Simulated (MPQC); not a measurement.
**[N2H5]+ (SMILES N[NH3+]): levels of theory compared**

We compute a comparison of 3 runs (HF/DZP + Diffuse (Dunning), MP2/6-31++G) of [N2H5]+. 

The results are computed with MPQC 2.3.1.

9 further runs of the same task are left out: 3 that didn't finish, 6 set aside as unsound or not needed.

### Step 1. The molecule

[N2H5]+ has 7 atoms, charge +1, and is taken as a singlet. As SMILES, `N[NH3+]`. The shape is that of a GFN2-xTB optimisation.

Bond lengths: N1–N2 1.428 Å, N1–H3 1.016 Å, N1–H4 1.016 Å, N2–H5 1.036 Å, N2–H6 1.036 Å, N2–H7 1.042 Å. Angles: N1–N2–H5 108.0°, N1–N2–H6 108.0°, N1–N2–H7 116.6°, N2–N1–H3 112.3°, N2–N1–H4 112.3°, H5–N2–H6 106.9°, H5–N2–H7 108.4°, H6–N2–H7 108.4°, H3–N1–H4 109.8°.

### Step 2. Energy and gradient at HF/DZP + Diffuse (Dunning) (run 1)

File job.in:

```
molecule<Molecule>: (
  symmetry = c1
  unit = angstrom
  { atoms geometry } = {
    N  [ -0.438190      -0.751510       0.037660 ]
    N  [ 0.122150       0.559720      -0.036280 ]
    H  [ -0.219510      -1.215240       0.914850 ]
    H  [ -0.152390      -1.337080      -0.741980 ]
    H  [ -0.205920       0.998530      -0.915880 ]
    H  [ -0.267800       1.119300       0.743960 ]
    H  [ 1.161650       0.626280      -0.002340 ]
  }
)
basis<GaussianBasisSet>: (
  name = "DZP + Diffuse (Dunning)"
  molecule = $:molecule
  puream = yes
)
mpqc: (
  checkpoint = no
  savestate = no
  restart = no
  do_energy = yes
  do_gradient = yes
  optimize = no
  mole<CLHF>: (
    molecule = $:molecule
    basis = $:basis
    total_charge = 1
    memory = 1000000000
    print_evals = yes
    print_npa = yes
    maxiter = 80
    guess_wavefunction<CLHF>: (
      molecule = $:molecule
      total_charge = 1
      memory = 1000000000
      value_accuracy = 1e-3
      basis<GaussianBasisSet>: (
        name = "MINI (Huzinaga)"
        molecule = $:molecule
      )
    )
  )
)
```

Launch:

```console
$ mpqc job.in > job.out
```

Standard output:

```text
MPQC: Massively Parallel Quantum Chemistry
[...]
  LUMO is    10   A =  -0.125023
  total scf energy = -111.5573750724
[...]
Value of the MolecularEnergy: -111.5573750724
  Gradient of the MolecularEnergy:
      1    0.0008719917
      2    0.0134512591
      3   -0.0009428199
      4   -0.0080112514
      5   -0.0106831314
      6    0.0004870864
      7   -0.0012777980
      8   -0.0117145567
      9    0.0092775951
     10   -0.0005481842
     11   -0.0129592421
     12   -0.0075633872
[...]
      symmetry = c1
[...]
```

Wall time 35 s (1 thread of Intel Xeon at 2.50GHz (Skylake/Cascade Lake), shared host); peak memory 0.49 GiB.

### Step 3. Energy and gradient at HF/DZP + Diffuse (Dunning) (Cartesian functions) (run 2)

File mol.in:

```
molecule<Molecule>: (
   symmetry = c1
   unit = angstrom
   { atoms geometry } = {
      N  [ -0.438190 -0.751510 0.037660 ]
      N  [ 0.122150 0.559720 -0.036280 ]
      H  [ -0.219510 -1.215240 0.914850 ]
      H  [ -0.152390 -1.337080 -0.741980 ]
      H  [ -0.205920 0.998530 -0.915880 ]
      H  [ -0.267800 1.119300 0.743960 ]
      H  [ 1.161650 0.626280 -0.002340 ]
   }
)
basis<GaussianBasisSet>: (
   name = "DZP + Diffuse (Dunning)"
   molecule = $:molecule
   puream = no
)
mpqc: (
   checkpoint = no
   savestate = no
   restart = no
   do_energy = yes
   do_gradient = yes
   optimize = no
   mole<CLHF>: (
      molecule = $:molecule
      basis = $:basis
      total_charge = 1
      memory = 1000000000
      print_evals = yes
      print_npa = yes
      maxiter = 80
      guess_wavefunction<CLHF>: (
         molecule = $:molecule
         total_charge = 1
         memory = 1000000000
         value_accuracy = 1e-3
         basis<GaussianBasisSet>: (
            name = "STO-3G"
            molecule = $:molecule
         )
      )
   )
)
```

Launch:

```console
$ mpqc mol.in > mol.out
```

Standard output:

```text
MPQC: Massively Parallel Quantum Chemistry
[...]
  LUMO is    10   A =  -0.125131
  total scf energy = -111.5576644248
[...]
Value of the MolecularEnergy: -111.5576644248
  Gradient of the MolecularEnergy:
      1    0.0008791890
      2    0.0136527809
      3   -0.0009573894
      4   -0.0079622844
      5   -0.0107599409
      6    0.0004944208
      7   -0.0012490926
      8   -0.0116676144
      9    0.0092643901
     10   -0.0005204592
     11   -0.0129106160
     12   -0.0075549186
[...]
      symmetry = c1
[...]
```

Run time: 35 s. Hardware: 1 thread of Intel Xeon at 2.50GHz (Skylake/Cascade Lake), shared host; peak memory 0.47 GiB.

### Step 4. Energy and forces at MP2/6-31++G (run 3)

File mol.in:

```
% MP2/6-31++G
molecule:
  N     -0.438190    -0.751510     0.037660
  N      0.122150     0.559720    -0.036280
  H     -0.219510    -1.215240     0.914850
  H     -0.152390    -1.337080    -0.741980
  H     -0.205920     0.998530    -0.915880
  H     -0.267800     1.119300     0.743960
  H      1.161650     0.626280    -0.002340
multiplicity: 1
basis: 6-31++G
method: MP2
memory: 1000000000
frozen_docc: 0
charge: 1
symmetry: c1
checkpoint: no
gradient: yes
```

Launch:

```console
$ mpqc -o mol.out mol.in
```

Standard output:

```text
MPQC: Massively Parallel Quantum Chemistry
[...]
  LUMO is    10   A =  -0.134776
  total scf energy = -111.4725405888
[...]
  MP2 correlation energy [au]:         -0.228706965048
  MP2 energy [au]:                   -111.701247553820
[...]
Value of the MolecularEnergy: -111.7012475538
  Gradient of the MolecularEnergy:
      1    0.0045961361
      2    0.0280908657
      3   -0.0018779028
      4   -0.0123289980
      5   -0.0279821148
      6    0.0015922547
      7    0.0024175263
      8   -0.0023354796
      9   -0.0071659868
     10    0.0018668365
     11   -0.0012552885
     12    0.0075782883
[...]
        symmetry = c1
[...]
```

Run time: 11 s. Hardware: 1 thread of Intel Xeon at 2.50GHz (Skylake/Cascade Lake), shared host; peak memory 0.2 GiB.

### Step 5. All runs side by side

```
run                                             level  Cartesian functions   starting guess  energy (Eh)  HOMO energy (eV)  LUMO energy (eV)  HOMO–LUMO gap (eV)  wall time
  1                        HF/DZP + Diffuse (Dunning)                   no  MINI (Huzinaga)  -111.557375            -18.31             -3.40               14.91       35 s
  2  HF/DZP + Diffuse (Dunning) (Cartesian functions)                  yes           STO-3G  -111.557664            -18.31             -3.40               14.90       35 s
  3                                       MP2/6-31++G                  yes    program's own  -111.701248            -18.21             -3.67               14.54       11 s
```

### Step 6. Results

| quantity | value |
| --- | --- |
| run 3: total energy | -111.70125 Eh |
| run 3: HOMO energy (Hartree–Fock orbitals) | -18.21 eV |
| run 3: LUMO energy (Hartree–Fock orbitals) | -3.67 eV |
| run 3: HOMO–LUMO gap (Hartree–Fock orbitals) | 14.54 eV |
| run 3: correlation energy | -228.7 mEh |
| run 3: largest force on an atom | 1.575 eV/Å |

All runs together took 82 s, the longest 35 s.
